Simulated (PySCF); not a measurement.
Compound: ethyl formate, C3H6O2.
Bonds: C1–C2, C2–O3, O3–C4, C4–O5 (double). Hydrogens: H6, H7, H8 on C1; H9, H10 on C2; H11 on C4.

Computed by this run: PBE0-D3(BJ)/def2-SVP geometry optimisation, gas phase in PySCF 2.14.0; density fitting, grid level 1; the optimiser is geomeTRIC in internal coordinates, started from an MMFF94s structure.

Geometry at step 3:
```
atom  x, y, z in Å
C1     -1.5779    0.2378    0.3968
C2     -0.2199   -0.4044    0.2808
O3      0.6991    0.5805   -0.1977
C4      1.9783    0.2232   -0.2397
O5      2.3868   -0.8634    0.0570
H6     -2.3141   -0.4977    0.7523
H7     -1.5527    1.0744    1.1104
H8     -1.9163    0.6269   -0.5749
H9     -0.2244   -1.2528   -0.4227
H10     0.1453   -0.7891    1.2459
H11     2.5957    1.0646   -0.6232
```

Question: What forces act on the atoms?

Answer: 
```csv
atom,Fx (eV/Å),Fy (eV/Å),Fz (eV/Å)
C1,0.037,0.025,0.013
C2,0.012,0.021,-0.054
O3,0.035,0.248,0.037
C4,-0.244,-0.296,-0.162
O5,0.222,0.085,0.057
H6,0.000,-0.004,-0.005
H7,-0.012,0.003,0.002
H8,0.006,-0.018,0.000
H9,0.007,-0.020,0.015
H10,-0.022,-0.022,0.004
H11,-0.041,-0.021,0.094
```

The largest, 0.42 eV/Å, acts on C4; the rms over all components is 0.098 eV/Å. The forces sum to zero within rounding, as they must for an isolated molecule in no field.

Question: Give the force on C4 in Eh/bohr and in nN.

Answer: 0.417 eV/Å ÷ 51.422 = 0.00810 Eh/bohr, and 0.417 eV/Å × 1.602 = 0.67 nN.

Question: How far is this geometry from the end of the optimisation?

Answer: 0.006 eV above it, and 0.008 Å rms away after alignment. The bonds farthest from their final lengths, with half the difference of the two atoms' forces along the bond (positive lengthens):

| bond | now (Å) | final (Å) | force along bond (eV/Å) |
| --- | --- | --- | --- |
| C4–H11 | 1.112 | 1.111 | +0.12 |

The angle farthest from its final value is O3–C4–O5, 124.3° against 125.6°.

The cost below is that of the whole optimisation. Hardware: one thread, Arm Neoverse V2, no GPU, shared host. Cost: 22 s.
